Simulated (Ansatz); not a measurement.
## Isomers

Structures of B₂H₂O, singlet, relaxed at PBE0-D4/def2-TZVP (vibrations not checked; lower isomers may exist, and structures with a doubtful reference or unclear bonds are left out). Ansatz 0.2.0; basis: def2-TZVPP; cores frozen in the correlated methods. B3LYP uses VWN-RPA correlation.

Task: Rank them by CCSD(T) energy, lowest first, and give each one's height above the lowest. Links in brackets join atoms within 1.22 times the sum of their covalent radii (1.1 for two metals). (To be estimated.)
A.
B₂H₂O ([BH][B][OH])
```
5
angstrom
B -0.3325 -0.1039 -0.4956
B 0.6089 -0.6725 0.5463
O 1.4324 -1.0980 1.4817
H -1.0649 0.3042 -1.3183
H 1.6463 -2.0377 1.4478
```
B.
B₂H₂O ([BH2][B][O])
```
5
angstrom
B -0.3777 0.3962 -0.3835
B 0.5659 -0.5941 0.5754
O 1.2457 -1.3071 1.2656
H -0.9480 -0.0493 -1.3294
H -0.4859 1.5544 -0.1280
```
C.
B₂H₂O ([BH]1[BH][O]1)
```
5
angstrom
B -0.7119 -0.1452 -0.3484
B 0.6300 0.4726 0.1705
O 0.2034 -0.8127 0.4415
H -1.7437 -0.5321 -0.7826
H 1.6222 1.0174 0.5190
```

Result: By the calculation: B (0.000 eV), C (0.323 eV), A (2.990 eV). Heights count from the lowest.

Task: Do PBE-D4, r2SCAN-D4, PBE0-D4, B3LYP-D4, wB97M-V, HF, MP2 give the same order? (A judgement: the text doesn't fix the answer.)

Result: Computed: All do.

T1 diagnostic: at most 0.020. The restricted Hartree–Fock reference is unstable towards an unrestricted one at one or more of these structures.

For scale, one of the runs: CCSD(T)/def2-TZVPP, 121 basis functions, launched by `ansatz run in.yaml --threads 2 --pin off --events-out ev --progress --plain --max-ram 4352MiB`. The run took about 5.5 s on 2 CPU threads of an Arm Neoverse V2 (shared host).
